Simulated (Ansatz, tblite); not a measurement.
# The cluster SiSe₂: one state, many levels

One table from this session's results is given with a row withheld; the runs are named, their logs left out.

Program: Ansatz 0.2.0, Gaussian basis. Level of theory: as each input shows. These are calculated values, not measurements.

Plan: GFN1-xTB, GFN2-xTB, PBE-D4/def2-TZVP, r2SCAN-D4/def2-TZVP, LDA/def2-TZVP, CAM-B3LYP-D4/def2-TZVP, r2SCAN0-D4/def2-TZVP, BHLYP-D4/def2-TZVP, revPBE-D4/def2-TZVP, PBE-D4/def2-SVP, PBE0-D4/def2-SVP, HF/6-31G, B3LYP-D4/6-31G, PBE0-D4/def2-TZVPD, PBE-D4/def2-TZVPD, r2SCAN-D4/def2-TZVPD, CCSD(T)/def2-TZVPP, MP2/def2-TZVP, RPA/def2-TZVP.

## The geometry

The singlet was relaxed beforehand with PBE-D4/def2-TZVP. At that level it is the lowest of the isomers that a small search found.

3 atoms, charge 0, spin multiplicity 1.

Bond lengths: Si1–Se2 2.074 Å, Si1–Se3 2.074 Å. Angles: Se2–Si1–Se3 180.0°.

PBE0-D4/def2-TZVP was run before; its log isn't repeated, and its numbers join the tables.

The first run:

Tight binding, by tblite at 300 K electronic temperature and without a spin-polarisation term:

```python
tblite.interface.Calculator('GFN1-xTB', numbers, positions, charge=0, uhf=0).singlepoint()
```

Tight binding, by tblite at 300 K electronic temperature and without a spin-polarisation term:

```python
tblite.interface.Calculator('GFN2-xTB', numbers, positions, charge=0, uhf=0).singlepoint()
```

start.molden holds the orbitals of an earlier run on this state, given as this run's starting guess.

in.yaml

```yaml
crystal:
  periodic: [false, false, false]
  atoms:
    - {symbol: Si, position_ang: [0.000014, -0.000002, 0.000004]}
    - {symbol: Se, position_ang: [-0.070747, -0.141252, 2.067844]}
    - {symbol: Se, position_ang: [0.070723, 0.141255, -2.067838]}
basis:
  gaussian: {orbitals: def2-TZVP, initial_orbitals: start.molden}
hamiltonian: {xc: pbe, dispersion: d4}
scf: {omitted_lower_state_checks: [starts]}
output: {forces: true, orbitals: {seedname: orbitals}}
```

On the command line:

```
ansatz run in.yaml --threads 2 --pin off --events-out ev --progress --plain --max-ram 32768MiB --backend cpu
```

Among the steps run: PBE-D4/def2-TZVP; r2SCAN-D4/def2-TZVP; LDA/def2-TZVP; CAM-B3LYP-D4/def2-TZVP; r2SCAN0-D4/def2-TZVP; BHLYP-D4/def2-TZVP; revPBE-D4/def2-TZVP; PBE-D4/def2-SVP; PBE0-D4/def2-SVP; HF/6-31G; B3LYP-D4/6-31G; PBE0-D4/def2-TZVPD; PBE-D4/def2-TZVPD; r2SCAN-D4/def2-TZVPD; CCSD(T)/def2-TZVPP; MP2/def2-TZVP; RPA/def2-TZVP.

One table of the session follows, with a row left open; its other results are not shown here.

| level | HOMO (eV) | LUMO (eV) | gap (eV) |
| --- | --- | --- | --- |
| HF/6-31G | -9.69 | 0.15 | 9.84 |
| LDA/def2-TZVP | -6.73 | -3.51 | 3.22 |
| PBE-D4/def2-SVP | -6.46 | -3.10 | 3.36 |
| PBE-D4/def2-TZVP | -6.56 | -3.26 | 3.30 |
| PBE-D4/def2-TZVPD | -6.58 | -3.32 | 3.26 |
| revPBE-D4/def2-TZVP | -6.51 | -3.17 | 3.34 |
| r2SCAN-D4/def2-TZVP | -6.85 | -3.10 | 3.75 |
| r2SCAN-D4/def2-TZVPD | -6.86 | -3.13 | 3.72 |
| B3LYP-D4/6-31G | -7.26 | -2.70 | 4.56 |
| PBE0-D4/def2-SVP | -7.54 | -2.34 | 5.19 |
| PBE0-D4/def2-TZVP | -7.60 | -2.46 | 5.15 |
| PBE0-D4/def2-TZVPD | -7.61 | -2.53 | 5.09 |
| r2SCAN0-D4/def2-TZVP | -7.79 | -2.38 | 5.41 |
| BHLYP-D4/def2-TZVP | ? | ? | ? |
| CAM-B3LYP-D4/def2-TZVP | -8.73 | -1.42 | 7.31 |

**Question.** Estimate the row for BHLYP-D4/def2-TZVP.

As computed: HOMO (eV): -8.44; LUMO (eV): -1.53; gap (eV): 6.91. In the column «HOMO (eV)» it lies between CAM-B3LYP-D4/def2-TZVP (-8.73) and r2SCAN0-D4/def2-TZVP (-7.79).
